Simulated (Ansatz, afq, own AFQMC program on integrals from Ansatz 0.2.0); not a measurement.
# AlBH2, singlet: AFQMC among the cluster methods

```xyz
4

B     0.0000    0.0000    2.0789
Al    0.0000    0.0000   -1.0381
H     0.0000    1.0050    2.7455
H     0.0000   -1.0050    2.7455
```

Connectivity, by distances: BH2 ··· Al.

Basis cc-pVDZ. Only valence electrons are correlated. AFQMC by an in-house program on the Cholesky factors that Ansatz 0.2.0 writes for its CCSD(T) run. The CISD trial takes its coefficients from CCSD amplitudes. Released means that phaseless walkers are propagated on without the constraint, phases kept. Uncertainties: one standard error, sampling alone.

Determinant: RHF, the one that the program's search chose, which needn't be the lowest solution. The geometry is a point of a scan.

No full CI on the walks' own integrals is used here; CCSDT(Q) serves as the reference and is uncertain by about the last step of the cluster series.

Cautions: higher spins were not checked; restricted determinant unstable towards unrestricted (UHF 66 meV lower, ⟨S²⟩ 0.38).

The T1 diagnostic is 0.0166. The weight of the determinant in the CISD state is 0.853. The size of the correlated space is 8 electrons in 36 orbitals.

| level | correlation energy (eV) |
| --- | --- |
| MP2 | -3.4623 |
| CCSD | -4.5398 |
| CCSD(T) | -4.6725 |

(1) Estimate where phaseless AFQMC with the Hartree–Fock trial lies against CCSD(T) on the same integrals.

(1) 5.1 ± 5.2 kJ/mol below CCSD(T). The gap is under twice the noise, so this walk alone can't tell the two apart.

Reference: CCSDT(Q), correlation energy -4.715 eV. The released energy is read at 2.40 1/Eh (meV from the phaseless value at times in 1/Eh: -10 ± 14 at 0.24, -10 ± 13 at 0.51, 0 ± 13 at 0.99, -12 ± 12 at 1.62, -8 ± 12 at 2.40).

| level | E − E(reference) (kJ/mol) | share of correlation (%) |
| --- | --- | --- |
| CCSD(T) | 4.1 | 99.09 |
| CCSDT | 0.8 | 99.82 |
| ph-AFQMC/HF | -0.9 ± 5.2 | 100.21 |
| ph-AFQMC/CISD | 2.0 ± 1.1 | 99.56 |
| released AFQMC | 1.2 ± 1.2 | 99.73 |

A walk keeps the symmetry of its determinant, which the program's search chose and which needn't be the lowest solution, so a lower state of the same spin and another symmetry isn't excluded. Released energies are given only where the last usable release times agree within the noise; a slower fall can still hide under it.
